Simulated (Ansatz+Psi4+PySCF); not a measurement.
## triplet SO: levels of theory in one basis

```xyz
2

O     0.0000    0.0000   -1.0160
S     0.0000    0.0000    0.5080
```

Basis set: cc-pVTZ on O; cc-pV(T+d)Z on S (spherical functions). Left uncorrelated: 6 orbitals. Correlation on ROHF uses semicanonical orbitals with singles. Charge 0, multiplicity 3.

Computed with Ansatz (development build ahead of 0.2.0) and Psi4 1.11; each method stands on the lowest determinant of its kind that the runs found.

```json
{"method": "ROHF", "E − E(ROHF) (eV)": "0.00", "<S²> of the determinant": "2.00"}
{"method": "UHF", "E − E(ROHF) (eV)": "-0.49", "<S²> of the determinant": "2.06"}
{"method": "ROHF-MP2", "E − E(ROHF) (eV)": "-11.14", "<S²> of the determinant": "–"}
{"method": "ROHF-CCSD", "E − E(ROHF) (eV)": "-11.13", "<S²> of the determinant": "–"}
{"method": "UHF-CCSD", "E − E(ROHF) (eV)": "-11.16", "<S²> of the determinant": "2.06"}
{"method": "ROHF-CCSD(T)", "E − E(ROHF) (eV)": "-11.70", "<S²> of the determinant": "–"}
{"method": "UHF-CCSD(T)", "E − E(ROHF) (eV)": "-11.69", "<S²> of the determinant": "2.06"}
```

Problem. What does UHF-MP2 give on the same scale?

Solution. -10.82 eV.
